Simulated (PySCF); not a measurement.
Compound: C6H8.
InChI=1S/C6H8/c1-3-6-4-5(6)2/h3,6H,1-2,4H2/t6-/m1/s1

Torsions of this conformer, `[CH2:1]=[CH:2][C@@H:3]1[CH2:4][C:5]1=[CH2:6]`: C1–C2–C3–C4 -147°.

The closed-shell ground state was solved at several levels (PySCF, density fitting, gas phase, non-relativistic). Isolated species at its GFN2-xTB geometry (one conformer only).

| level | basis functions | HOMO (eV) | LUMO (eV) | gap (eV) | dipole (D) |
| --- | --- | --- | --- | --- | --- |
| B3LYP/def2-SVPD | 184 | -6.83 | -0.32 | 6.51 | 0.44 |
| PBE0/def2-SVPD | 184 | -7.05 | -0.09 | 6.96 | 0.44 |
| PBE0/pcSseg-1 | 142 | -7.03 | -0.01 | 7.02 | 0.39 |

(1) Estimate the row for B3LYP/pcJ-1, a basis of 242 functions; the other rows only guide the guess.

(2) Over all these levels, which gives the widest orbital gap and which the narrowest?

(3) How far do the dipole and the HOMO energy spread over the levels?

Answers

(1) HOMO -6.79 eV, LUMO -0.21 eV, gap 6.58 eV, dipole 0.40 D.

(2) PBE0/pcSseg-1 (global hybrid, 25 % exact exchange) has the widest, 7.02 eV, and B3LYP/def2-SVPD (global hybrid, 20 % exact exchange) the narrowest, 6.51 eV. Functional and basis both differ between the two, so the spread mixes both effects.

(3) The dipole runs from 0.39 to 0.44 D (mean 0.42 D) and the HOMO from -7.05 to -6.79 eV.
